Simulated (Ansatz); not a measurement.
Species: trichloroborane, BCl3, net charge 0, singlet state. 
Structure (B3LYP-D3(BJ)/def2-TZVP (Ansatz, a program for electronic structure) minimum search):
```
B
Cl 1 1.7452
Cl 1 1.7452 2 120.00
Cl 1 1.7452 2 120.00 3 -180.00
```
Charge 0, spin multiplicity 1.

Property: vertical electron affinity (to the doublet state of charge -1; a negative value means that the extra electron is unbound and the number depends on the basis; each state is the SCF solution reached for its spin; the molecule has degenerate orbitals, so one determinant may break the symmetry), in eV. Cores are frozen in the correlated levels unless marked. Open shells are spin-unrestricted. No spin-orbit coupling. Non-relativistic. Anions need diffuse functions: aug- sets have them; def2-D sets add few. CBS(X,Y): correlation extrapolated as X^-3; Hartree-Fock from the larger set. The bracket is a focal-point correction in the basis named.

RI-MP2/CBS(aug-cc-pV(T+d)Z,aug-cc-pV(Q+d)Z)+[CCSD(T)-MP2]/aug-cc-pV(T+d)Z (Ansatz) gives -0.15 eV.

### Question
Another calculation gave -0.21 eV. Which level was it?
A) wB97X/def2-TZVPD (Ansatz)
B) wB97M-V/def2-TZVPD (Ansatz)
C) SVWN5/def2-TZVPD (Ansatz)

### Answer
B, wB97M-V/def2-TZVPD (Ansatz). The others give 0.06 (SVWN5), -0.10 (wB97X) eV.
